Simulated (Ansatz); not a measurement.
Species: SO$_{2}$, charge 1, doublet. SO2+ (parent SMILES O=S=O, doublet).
B3LYP-D3(BJ)/def2-TZVP minimum from Ansatz (an electronic-structure program):
```xyz
3

S      0.0064     0.0005     0.2907
O     -0.0279     1.3023    -0.2923
O      0.0151    -1.3032    -0.2891
```
Charge +1, spin multiplicity 2.

Total energies in cc-pV(T+d)Z, 17 correlated electrons, 7 frozen orbitals. Open shells are spin-unrestricted; no spin-orbit coupling. Cores are frozen in correlated methods. No relativity. The UHF reference of O2S+ (parent SMILES O=S=O, doublet) is spin-contaminated (<S^2> up to 0.05 over the pure value in the sets run). The determinant of O2S+ (parent SMILES O=S=O, doublet) is a saddle point of the SCF energy; a lower one exists, which strains HF and MP2.

```
method    program  energy (Eh)  minus CCSDT(Q) (mEh)
--------  -------  -----------  --------------------
HF         Ansatz   -546.86641                680.83
MP2        Ansatz   -547.51422                 33.03
CCSD       Ansatz   -547.50433                 42.92
CCSD(T)    Ansatz   -547.54245                  4.80
CCSDT(Q)   Ansatz   -547.54725                  0.00
```

Rough core times of Ansatz's runs on a shared machine: CCSD(T) 3 min, CCSDT(Q) 60 min.
